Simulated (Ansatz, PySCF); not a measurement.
System: glyoxal, C₂H₂O₂ (charge 0, singlet). 
Structure (B3LYP-D3(BJ)/def2-TZVP (Ansatz, a program for electronic structure) minimum search):
```
C
O 1 1.2008
H 1 1.1067 2 123.65
C 1 1.5237 3 114.79 2 -180.00
O 4 1.2008 1 121.56 3 0.00
H 4 1.1067 5 123.65 1 180.00
```
Charge 0, spin multiplicity 1.

Total electronic energies in hartree. Correlated levels leave the core frozen unless marked. No spin-orbit coupling. Non-relativistic. CBS marks a two-point X^-3 extrapolation of the correlation energy; Hartree-Fock from the larger set. The bracket is a focal-point correction in the basis named.

The Hartree-Fock reference is unstable (checked in the largest basis), which strains HF and MP2. 

| level | program | energy (Eh) |
|---|---|---|
| HF/cc-pwCVTZ | Ansatz | -226.67815 |
| PBE-D4/def2-TZVPD | Ansatz + dftd4 | -227.67119 |
| PBE0-D4/def2-TZVPD | Ansatz + dftd4 | -227.66504 |
| BHLYP-D4/def2-TZVPD | Ansatz + dftd4 | -227.79675 |
| TPSSh-D4/def2-TZVPD | PySCF + dftd4 | [?] |
| MP2/aug-cc-pVDZ | Ansatz | -227.27196 |
| CCSD/CBS(cc-pVTZ,cc-pVQZ) | Ansatz | -227.5528 |
| RI-MP2/CBS(aug-cc-pVTZ,aug-cc-pVQZ)+[CCSD(T)-MP2]/aug-cc-pVDZ | Ansatz | -227.6016 |
| CCSD(T)/CBS(cc-pVTZ,cc-pVQZ) | Ansatz | -227.5939 |

### Question
What belongs in the gaps?

### Answer

- TPSSh-D4/def2-TZVPD, energy (Eh): -227.92335
